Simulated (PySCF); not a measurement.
Gas-phase reaction: 4 (CH3)3Si + 2 C4H10 (isobutane) = 4 Si(CH3)4 + C4H8 (trans-2-butene)

Computed with PySCF and rigid-rotor harmonic-oscillator thermochemistry at 1 bar. † marks an energy on the PBE0/def2-TZVP geometry and frequencies; other levels use their own. CCSD(T) freezes the core. 6-31G* has spherical d functions here. Open shells (unrestricted): (CH3)3Si (multiplicity 2); the rest are closed-shell singlets. B3LYP is the form with VWN-RPA correlation. (CH3)3Si: computed as isolated molecules; such fragments, hydroxides, amides, oligomers or adducts are transient or little studied in the gas. CCSD(T) isn't extrapolated to the basis-set limit.

HF/6-31G* gives ΔH°(298 K) = -521 kJ.

Task: What do B3LYP/6-31G*, CCSD(T)/def2-SVP†, B3LYP/def2-TZVP† give?

Result: B3LYP/6-31G*: -618 kJ; CCSD(T)/def2-SVP†: -631 kJ; B3LYP/def2-TZVP†: -659 kJ. For scale, ΔH°(298 K) is -521 kJ at this level, -734 kJ at ωB97M-V/def2-TZVP†, and runs from -734 to -504 kJ over the 18 levels computed († marks an energy on the PBE0/def2-TZVP geometry).
